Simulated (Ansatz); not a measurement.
A cut through the energy surface

SiH4O (SMILES O[SiH3]), singlet, at its PBE0-D4/def2-TZVP minimum:

O1  (0.637, -1.030, 0.419)
Si2  (-0.036, 0.347, -0.187)
H3  (0.069, -1.629, 0.905)
H4  (-1.128, 0.046, -1.153)
H5  (1.061, 1.065, -0.876)
H6  (-0.602, 1.202, 0.892)
(Å)

The angle H6–Si2–H5 (109.9° at the minimum) is set to the values below, H6, with anything bonded beyond it, turning rigidly in the plane of the angle. Each method's energies count from its own value at the PBE0-D4 minimum structure. Ansatz 0.2.0; basis: def2-TZVPP; cores frozen in the correlated methods.

CCSD(T) energies along the scan:
| angle (°) | CCSD(T) (eV) |
| --- | --- |
| 79.9 | 0.678 |
| 87.4 | 0.375 |
| 94.9 | 0.163 |
| 102.4 | 0.040 |
| 109.9 | 0.000 |
| 117.4 | 0.041 |
| 124.9 | 0.160 |
| 132.4 | 0.357 |
| 139.9 | 0.629 |
They count from the CCSD(T) energy at the PBE0-D4 minimum.

Minimum and curvature along this coordinate at CCSD(T): A fifth-order fit through the nearest points gives 109.8°, with a curvature of about 1.4 meV/deg².

Largest difference from the CCSD(T) curve over the scan: PBE-D4 0.074; PBE0-D4 0.029; wB97M-V 0.024; HF 0.112 eV. Each curve counts from its own value at the minimum.

No T1 diagnostic of these runs exceeds 0.012.

For scale, one of the runs: CCSD(T)/def2-TZVPP, 129 basis functions (an equivalent command: `ansatz run in.yaml --threads 2`). Time: 2.7 s of wall clock on 2 CPU threads; the host was shared. Peak host memory: 0.68 GiB.
